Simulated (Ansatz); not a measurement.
**USVWN5/STO-3G run of OF (Oxygen monofluoride)**

Aim: the vertical doublet–quartet gap of OF (Oxygen monofluoride) at USVWN5/STO-3G, from 2 runs. 

The calculation is run with Ansatz 0.2.0.

48 further runs of the same task are left out: 7 that didn't finish, 41 set aside as unsound or not needed.

## 1. The system as given

OF has 2 atoms, charge 0, and is taken as a doublet. As SMILES, `[O]F`. Geometry: relaxed at PBE0-D4/def2-TZVP.

Bond lengths: O1–F2 1.330 Å.

## 2. The energy at USVWN5/STO-3G

Input file in.yaml:

```yaml
crystal:
  periodic: [false, false, false]
  atoms:
    - {symbol: O, position_ang: [0.000000, 0.000000, -0.015950]}
    - {symbol: F, position_ang: [-0.000000, -0.000000, 1.314400]}
basis:
  gaussian: {orbitals: STO-3G}
magnetization: {spin_polarized: true, initial_magnetization: 1}
hamiltonian: {xc: {name: SVWN5}}
accuracy: high
```

The run is started by

```console
$ ansatz run in.yaml --threads 1 --pin off --max-ram 3480MiB --events-out events.jsonl --progress --plain --runs-dir runs
```

The program printed:

```text
Warning: RAYON_NUM_THREADS=1 ignored (pool sized by the plan → 1); use --threads N
Functional definition: SVWN5
  name "SVWN5"
  exchange = slater_x
  correlation = vwn5_c
149 factors; integrals over basis functions are off by at most 3.2e-8 eV
mean field evaluation 1: about -4657.7805 eV, gradient 1.9e1 eV
mean field evaluation 2: about -4652.5850 eV, gradient 3.0e1 eV
mean field evaluation 4: about -4659.9082 eV, gradient 2.2e-1 eV
mean field evaluation 8: about -4659.8740 eV, gradient 1.8e-2 eV
mean field evaluation 16: about -4659.8795 eV, gradient 9.1e-2 eV
mean field evaluation 32: about -4659.8740 eV, gradient 2.1e-6 eV
mean field -4659.87397992 eV, -171.2472101862 hartree, gradient 2.0e-8 eV, S^2 0.750396; 1 other end points of the search recorded, 0 dependent functions left out
reference -4659.87398039 eV, -171.2472102033 hartree; 9, 8 occupied and 1, 2 virtual orbitals, 149 factors
Total energy: -4659.87398039 eV, -171.2472102033 hartree
```

Run time: 0.38 s. Hardware: 1 thread of Intel Xeon 6975P-C (Granite Rapids), shared host.

## 3. The quartet, same level

Input file run.yaml:

```yaml
crystal:
  periodic: [false, false, false]
  atoms:
    - {symbol: O, position_ang: [0.000000, 0.000000, -0.015950]}
    - {symbol: F, position_ang: [-0.000000, -0.000000, 1.314400]}
basis:
  gaussian:
    orbitals: STO-3G
accuracy: high
magnetization:
  spin_polarized: true
  initial_magnetization: 3
hamiltonian:
  xc: {name: SVWN5}
```

The run is started by

```console
$ ansatz run run.yaml --threads 1 --pin off --max-ram 3480MiB --events-out events.jsonl --progress --plain --runs-dir runs
```

The program printed:

```text
Warning: RAYON_NUM_THREADS=1 ignored (pool sized by the plan → 1); use --threads N
[... 4 set-up lines as earlier in the session ...]
149 factors; integrals over basis functions are off by at most 3.2e-8 eV
mean field evaluation 1: about -4652.5141 eV, gradient 2.0e1 eV
mean field evaluation 2: about -4646.3107 eV, gradient 2.5e1 eV
mean field evaluation 4: about -4652.5728 eV, gradient 2.0e1 eV
mean field evaluation 8: about -4654.9798 eV, gradient 6.0e-2 eV
mean field evaluation 16: about -4654.9798 eV, gradient 3.5e-10 eV
mean field -4654.97983636 eV, -171.0673537277 hartree, gradient 3.5e-10 eV, S^2 3.750000; 0 other end points of the search recorded, 0 dependent functions left out
reference -4654.97983683 eV, -171.0673537449 hartree; 10, 7 occupied and 0, 3 virtual orbitals, 149 factors
Total energy: -4654.97983683 eV, -171.0673537449 hartree
```

Run time: 0.24 s. Hardware: 1 thread of Intel Xeon 6975P-C (Granite Rapids), shared host.

## 4. What came out

At USVWN5/STO-3G:

```
                                        quantity          value
                           doublet: total energy  -171.24721 Eh
                                   doublet: ⟨S²⟩          0.750
                           quartet: total energy  -171.06735 Eh
                                   quartet: ⟨S²⟩          3.750
vertical energy of the quartet above the doublet       4.894 eV
```

What this shows: At this shape the quartet lies 4.89 eV (113 kcal/mol) above the doublet. In a minimal basis such a difference can be off by several eV, whatever the method.
